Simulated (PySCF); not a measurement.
## Complex of chlorine monofluoride and water

A gas-phase complex of chlorine monofluoride and water; neutral, singlet. The structure comes from a short search (a few tight-binding starts) and was relaxed by PBE0-D3(BJ)/def2-SVPD; another way of binding may lie lower. No frequency run checks that it is a minimum.

```csv
part,name,SMILES,atoms,charge,multiplicity
1,chlorine monofluoride,FCl,1–2,0,1
2,water,O,3–5,0,1
```

Coordinates in Å:
```
Cl1     0.805    0.398   -0.440
F2     -0.535   -0.218    0.355
O3      2.739    1.273   -1.604
H4      3.486    0.721   -1.350
H5      2.584    1.091   -2.537
```

```csv
contact,kind (by geometry),distance (Å),angle (°)
F2–Cl1···O3,halogen bond,2.421,180
```

Interaction energies are complex less parts, with the parts frozen as they stand in it; counterpoise-corrected, in kcal/mol (PySCF). The CCSD(T) estimate is Hartree-Fock/aug-cc-pVTZ, plus the MP2 correlation part extrapolated as X⁻³ from aug-cc-pVDZ and aug-cc-pVTZ, plus CCSD(T) less MP2 in aug-cc-pVDZ; noble-gas cores are frozen. It isn't the exact limit.

Give the interaction energy at each level run.


```
                         level  interaction  superposition error removed
      Hartree-Fock/aug-cc-pVTZ        -1.91                            -
               MP2/aug-cc-pVTZ        -5.22                        -0.58
CCSD(T), estimated basis limit        -4.87                            -
```

What holds them together? Decompose the MP2/aug-cc-pVTZ energy: frozen parts, their antisymmetrised product, then relaxation.

electrostatic -14.4, Pauli repulsion +19.2, orbital relaxation -6.9, correlation -3.7 kcal/mol, which sum to the value before the counterpoise correction, the first three by Hartree-Fock. Of the attraction, 58 % is electrostatic, 27 % is orbital relaxation, 15 % is correlation.
